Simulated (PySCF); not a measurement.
**Name the molecule from its bond curve**

A diatomic of charge 0 contains B. Its doublet curve at CAM-B3LYP in a triple-zeta basis (no relativity, PySCF), in eV from the separated fragments:

| R (Å) | E (eV) |
| --- | --- |
| 1.035 | -6.724 |
| 1.083 | -7.687 |
| 1.131 | -8.224 |
| 1.167 | -8.411 |
| 1.203 | -8.454 |
| 1.239 | -8.381 |
| 1.287 | -8.148 |
| 1.347 | -7.698 |
| 1.419 | -7.016 |
| 1.516 | -5.998 |

The fit gives ωe = 1951 cm⁻¹ and the rotational constant Bₑ = 1.804 cm⁻¹.

**Question.** Which atom is the partner?

**Answer.** The minimum lies at 1.197 Å, so the reduced mass is 16.8576 u Å² cm⁻¹/(Bₑ·Re²) = 6.522 u. With B at 11.01 u the partner weighs about 16.0 u: O. The molecule is BO.

The state was picked by a PBE0 search and need not be the measured ground state.
